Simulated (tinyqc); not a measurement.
Inside a calculation. Method: UKS/LDA (VWN5) in the sto-3g basis, for BH, spin multiplicity 3. One step of it, computed by the program tinyqc.

Problem. Iteration 2: building the Kohn-Sham matrix. J_ij = sum D_kl (ij|kl) with D = D(alpha) + D(beta); F = H + J + V_xc; E = tr D H + tr D J / 2 + E_xc + E_nn.

D(alpha) after iteration 1, lower triangle:
```
            1B 1s      1B 2s    1B 2px    1B 2py    1B 2pz     2H 1s
1B 1s    1.077954
1B 2s   -0.289953   1.078711
1B 2px   0.000000   0.000000  0.005240
1B 2py   0.000000   0.000000  0.072201  0.994760
1B 2pz   0.024344  -0.082417  0.000000  0.000000  0.008878
2H 1s    0.017038  -0.080799  0.000000  0.000000  0.056537  0.990843
```

D(beta) after iteration 1, lower triangle:
```
            1B 1s     1B 2s    1B 2px    1B 2py    1B 2pz     2H 1s
1B 1s    0.974410
1B 2s    0.043511  0.004828
1B 2px   0.000000  0.000000  0.000000
1B 2py   0.000000  0.000000  0.000000  0.000000
1B 2pz  -0.000822  0.001993  0.000000  0.000000  0.001429
2H 1s   -0.024387  0.051996  0.000000  0.000000  0.037369  0.977354
```

core Hamiltonian H = T + V (hartree), lower triangle:
```
             1B 1s      1B 2s     1B 2px     1B 2py     1B 2pz      2H 1s
1B 1s   -12.545219
1B 2s    -3.247695  -3.636571
1B 2px    0.000000   0.000000  -2.834166
1B 2py    0.000000   0.000000   0.000000  -2.834166
1B 2pz   -0.004721  -0.048252   0.000000   0.000000  -2.856596
2H 1s    -0.052994  -0.246385   0.000000   0.000000  -0.305821  -1.587191
```

Two-electron integrals (ij|kl) in chemists' order, unique and non-zero (hartree):
```
(11|11) 2.923513   (21|11) 0.518376   (21|21) 0.109262   (22|11) 0.744229
(22|21) 0.193177   (22|22) 0.544804   (31|31) 0.020264   (32|31) 0.029996
(32|32) 0.120346   (33|11) 0.742491   (33|21) 0.193240   (33|22) 0.544682
(33|33) 0.586773   (41|41) 0.020264   (42|41) 0.029996   (42|42) 0.120346
(43|43) 0.031630   (44|11) 0.742491   (44|21) 0.193240   (44|22) 0.544682
(44|33) 0.523513   (44|44) 0.586773   (51|51) 0.020264   (52|51) 0.029996
(52|52) 0.120346   (53|53) 0.031630   (54|54) 0.031630   (55|11) 0.742491
(55|21) 0.193240   (55|22) 0.544682   (55|33) 0.523513   (55|44) 0.523513
(55|55) 0.586773   (61|11) 0.008149   (61|21) 0.001721   (61|22) 0.003081
(61|33) 0.003066   (61|44) 0.003066   (61|51) 0.000150   (61|52) 0.000278
(61|55) 0.003114   (61|61) 0.000028   (62|11) 0.037331   (62|21) 0.009942
(62|22) 0.033335   (62|33) 0.032288   (62|44) 0.032288   (62|51) 0.001078
(62|52) 0.007887   (62|55) 0.035392   (62|61) 0.000171   (62|62) 0.003965
(63|31) 0.000682   (63|32) 0.003769   (63|53) 0.001294   (63|63) 0.000296
(64|41) 0.000682   (64|42) 0.003769   (64|54) 0.001294   (64|64) 0.000296
(65|11) 0.045909   (65|21) 0.012315   (65|22) 0.042851   (65|33) 0.040985
(65|44) 0.040985   (65|51) 0.001687   (65|52) 0.012071   (65|55) 0.046533
(65|61) 0.000216   (65|62) 0.005750   (65|65) 0.008487   (66|11) 0.224119
(66|21) 0.060359   (66|22) 0.223735   (66|33) 0.216533   (66|44) 0.216533
(66|51) 0.004715   (66|52) 0.047643   (66|55) 0.238014   (66|61) 0.001021
(66|62) 0.040109   (66|65) 0.062916   (66|66) 0.774606
```

nuclear repulsion = 1.12066330 hartree

V_xc(alpha) (hartree), lower triangle:
```
            1B 1s      1B 2s     1B 2px     1B 2py     1B 2pz      2H 1s
1B 1s   -1.803649
1B 2s   -0.286000  -0.441846
1B 2px   0.000000   0.000000  -0.413296
1B 2py   0.000000   0.000000  -0.005226  -0.484945
1B 2pz   0.001658   0.008016   0.000000   0.000000  -0.418327
2H 1s   -0.004482  -0.029858   0.000000   0.000000  -0.041733  -0.500820
```

V_xc(beta) (hartree), lower triangle:
```
            1B 1s      1B 2s     1B 2px     1B 2py     1B 2pz      2H 1s
1B 1s   -1.759665
1B 2s   -0.260600  -0.286334
1B 2px   0.000000   0.000000  -0.274582
1B 2py   0.000000   0.000000  -0.001485  -0.294946
1B 2pz   0.000168  -0.007483   0.000000   0.000000  -0.282972
2H 1s   -0.004085  -0.025396   0.000000   0.000000  -0.037650  -0.498867
```

E_xc = sum of w rho eps_xc = -4.15602800 hartree

Give: Coulomb J; F(alpha); F(beta); total energy of this density.

Solution.

Coulomb J (hartree), lower triangle:
```
         1B 1s   1B 2s  1B 2px  1B 2py  1B 2pz   2H 1s
1B 1s   7.7486
1B 2s   1.5351  3.0193
1B 2px  0.0000  0.0000  2.9800
1B 2py  0.0000  0.0000  0.0046  3.0426
1B 2pz  0.0057  0.0776  0.0000  0.0000  3.0235
2H 1s   0.0243  0.2191  0.0000  0.0000  0.2993  2.4183
```

F(alpha) (hartree), lower triangle:
```
          1B 1s    1B 2s   1B 2px   1B 2py   1B 2pz   2H 1s
1B 1s   -6.6002
1B 2s   -1.9986  -1.0592
1B 2px   0.0000   0.0000  -0.2674
1B 2py   0.0000   0.0000  -0.0007  -0.2765
1B 2pz   0.0026   0.0374   0.0000   0.0000  -0.2514
2H 1s   -0.0332  -0.0572   0.0000   0.0000  -0.0483  0.3303
```

F(beta) (hartree), lower triangle:
```
          1B 1s    1B 2s   1B 2px   1B 2py   1B 2pz   2H 1s
1B 1s   -6.5563
1B 2s   -1.9732  -0.9036
1B 2px   0.0000   0.0000  -0.1287
1B 2py   0.0000   0.0000   0.0031  -0.0865
1B 2pz   0.0011   0.0219   0.0000   0.0000  -0.1161
2H 1s   -0.0328  -0.0527   0.0000   0.0000  -0.0442  0.3322
```

total energy of this density = -24.003502 hartree
